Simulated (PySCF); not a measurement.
Compound: BClH5N.
InChI=1S/BClH5N/c2-1-3/h1H2,3H3

The closed-shell ground state was solved at several levels (PySCF, density fitting, gas phase, non-relativistic). Geometry: PBE0-D3(BJ)/def2-SVP; no solvent, vibrations or thermal averaging.

| level | basis functions | total energy (Eh) | HOMO (eV) | LUMO (eV) | gap (eV) | dipole (D) |
| --- | --- | --- | --- | --- | --- | --- |
| LC-wPBE/def2-SVPD | 107 | -542.5047 | -10.06 | 1.32 | 11.38 | 6.22 |
| B3LYP/6-31G* | 56 | -542.8608 | -6.74 | 0.54 | 7.28 | 6.44 |
| BLYP/pcSseg-2 | 185 | -542.8807 | -5.82 | -1.33 | 4.49 | 5.98 |
| CAM-B3LYP/def2-SVPD | 107 | -542.6432 | -8.68 | 0.20 | 8.88 | 6.13 |
| BP86/pcSseg-2 | 185 | -542.9703 | -6.03 | -1.13 | 4.90 | 6.03 |
| LDA/def2-SVPD | 107 | -540.4214 | -6.03 | -1.22 | 4.81 | 5.97 |
| B97-D/pcSseg-2 | 185 | -542.8972 | -5.94 | -1.14 | 4.80 | 6.04 |
| PBE0/def2-SVP | 71 | -542.4066 | -6.91 | 0.46 | 7.37 | 6.27 |
| PBE0/def2-TZVPD | 165 | -542.6593 | -7.27 | -0.70 | 6.57 | 6.00 |
| B3LYP/pcSseg-2 | 185 | -542.9521 | -7.04 | -0.86 | 6.18 | 6.10 |
| PBE0/def2-SVPD | 107 | -542.4232 | -7.30 | -0.43 | 6.87 | 6.09 |

(1) Estimate the row for PBE/def2-SVPD, a basis of 107 functions; the other rows only guide the guess.

(2) Over all these levels, which gives the widest orbital gap and which the narrowest?

(3) How much does the basis alone move the frontier levels among the 3 PBE0 rows?

(4) How far do the dipole and the HOMO energy spread over the levels?

## Answers

(1) Total energy -542.3679 Eh, HOMO -5.97 eV, LUMO -1.19 eV, gap 4.78 eV, dipole 5.96 D.

(2) LC-wPBE/def2-SVPD (range-separated hybrid) has the widest, 11.38 eV, and BLYP/pcSseg-2 (GGA) the narrowest, 4.49 eV. Functional and basis both differ between the two, so the spread mixes both effects.

(3) The HOMO by 0.39 eV and the LUMO by 1.16 eV. By rising basis size (HOMO, LUMO in eV): def2-SVP -6.91, 0.46; def2-SVPD -7.30, -0.43; def2-TZVPD -7.27, -0.70.

(4) The dipole runs from 5.96 to 6.44 D (mean 6.10 D) and the HOMO from -10.06 to -5.82 eV.

B97-D is run here without its empirical dispersion term; that term would change no orbital, density or response property at a fixed geometry.
